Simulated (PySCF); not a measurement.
An unknown is described by computed data only.

Formula: C3H3NO2.

* Triplet: lowest triplet excitation (Tamm–Dancoff): 4.54 eV [TDA PBE0/def2-SVPD]
* UV, strongest line: among the 6 lowest singlet transitions: S4 at 6.73 eV (184 nm, f = 0.100) [TDDFT PBE0/def2-SVPD]
* Polarisability: 44.6 au [PBE0/def2-SVPD]
* 1H NMR: chemical shifts (computed TMS as zero) by class: 10.82 (1 H), 8.01 (1 H), 4.03 (1 H) ppm [GIAO PBE0/pcSseg-1]
* Dipole: 2.09 D [PBE0/def2-SVPD]
* 13C NMR: chemical shifts (computed TMS as zero) by class: 181.6 (1 C), 169.3 (1 C), 55.5 (1 C) ppm [GIAO PBE0/pcSseg-1]
* NMR, other nuclei: isotropic shieldings of nuclei other than C and H, by class: -62 (1 N), -127 (1 O), 99 (1 O) ppm [GIAO PBE0/pcSseg-1]
* UV, first state: lowest singlet excitation: 5.30 eV (234 nm, f = 0.000) [TDDFT PBE0/def2-SVPD]
* Rotational structure: rotational constants A, B, C: 7.785, 3.965, 2.970 GHz [GFN2-xTB]

The electronic properties come from PySCF, for the isolated species, density fitting. Levels stand in brackets. NMR shifts are as computed; neighbouring signals can stand in another order in a measured spectrum. Isolated species at its GFN2-xTB geometry (one conformer only). NMR classes are plain means over equivalent atoms (diastereotopic ones count apart unless rotation or inversion swaps them), as if these changed places fast.

Q: What is the compound? Reason from the data.

A: Numbering: `[O:1]=[CH:2][O:3][C@@H:4]1[CH:5]=[N:6]1`. Its formula, C3H3NO2, gives 3 degrees of unsaturation: 1 ring and 2 π bonds in the structure found. 3 carbons fall into 3 classes; from least to most shielded: C=N carbon [C5] (181.6 ppm), ester carbonyl carbon [C2] (169.3 ppm), ring sp3 carbon bound to oxygen [C4] (55.5 ppm). Hydrogen classes from least to most shielded: 1 H on a C=N carbon, C5 (10.82 ppm), 1 H on an ester carbonyl carbon, C2 (8.01 ppm), 1 H on an sp3 carbon bound to oxygen, C4 (4.03 ppm). The other shieldings belong to: -62 ppm, C=N nitrogen [N6]; -127 ppm, ester carbonyl oxygen [O1]; 99 ppm, ester single-bonded oxygen [O3]. S1 is mainly HOMO→LUMO (weight 0.95); the largest Löwdin shares of the orbital it empties are 0.37 on the C=N nitrogen, 0.23 on the sp3 carbon bound to oxygen, 0.17 on the C=N carbon and 0.12 on the ester single-bonded oxygen, of the orbital it fills 0.43 on the C=N carbon, 0.36 on the C=N nitrogen, 0.07 on the hydrogen on a C=N carbon and 0.05 on the sp3 carbon bound to oxygen. The optimised geometry has point group C1 and is an asymmetric top. Structure: `O=CO[C@@H]1C=N1`. Computed isomers that give other values at the same levels: `N#CCC(=O)O` (13C chemical shifts (computed TMS as zero) by class: 168.1 (1 C), 117.6 (1 C), 24.5 (1 C) ppm). The assignments are read from this structure; whether some other isomer fits the data as well wasn't checked. The mirror image fits equally.

Conformer computed: `[O:1]=[CH:2][O:3][C@@H:4]1[CH:5]=[N:6]1`: O1–C2–O3–C4 -3°, C2–O3–C4–C5 -5°.
